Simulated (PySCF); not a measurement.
## Splitting trees

Mapped SMILES: `[CH2:1]=[NH:2]`. Hydrogens are named by the atom that carries them. Ha(C1) is cis to H(N2); Hb(C1) is trans to H(N2).

Isolated molecule, no relativistic terms, one conformer. Coordinates at the PBE0-D3(BJ)/def2-SVP level; B3LYP/pcJ-1 coupling constants; σ from GIAO-B97-2/pcSseg-2; PySCF 2.14.0 with density-fitted response routines.

δ = σ(ref) − σ, references computed at the same level: $^{1}$H (σref 31.36) and $^{13}$C (σref 183.46) against TMS.

Spectrometer: 400 MHz for $^{1}$H. First-order analysis; couplings under 1 Hz (under 4 Hz in carbon signals) are ignored, and nearly equal couplings are merged; the smaller ones broaden or split the lines further.

Problem. What pattern does Hb(C1) show ($^{1}$H)?

Solution. A doublet at δ 7.77: 20.1 Hz to Ha(C1) (1 × $^{1}$H, 2 bonds away). Lines in Hz from the centre (relative intensity): +10.1 (1), -10.1 (1). The outer lines are 20.1 Hz apart, the sum of the couplings kept, or 0.050 ppm at this field.

Problem. What pattern does C1 show in the proton-coupled $^{13}$C spectrum?

Solution. A doublet of doublets at δ 171.1: 184.2 Hz to Hb(C1) (1 × $^{1}$H, 1 bond away), 163.6 Hz to Ha(C1) (1 × $^{1}$H, 1 bond away). Lines in Hz from the centre (relative intensity): +173.9 (1), +10.3 (1), -10.3 (1), -173.9 (1). The outer lines are 347.8 Hz apart, the sum of the couplings kept, or 3.458 ppm at this field.

Problem. What pattern does Ha(C1) show ($^{1}$H)?

Solution. A doublet at δ 8.09: 20.1 Hz to Hb(C1) (1 × $^{1}$H, 2 bonds away). Lines in Hz from the centre (relative intensity): +10.1 (1), -10.1 (1). The outer lines are 20.1 Hz apart, the sum of the couplings kept, or 0.050 ppm at this field.

OH and NH positions are those of a molecule without intermolecular hydrogen bonds; in solution they move with solvent, concentration and temperature, and exchange usually removes their couplings.
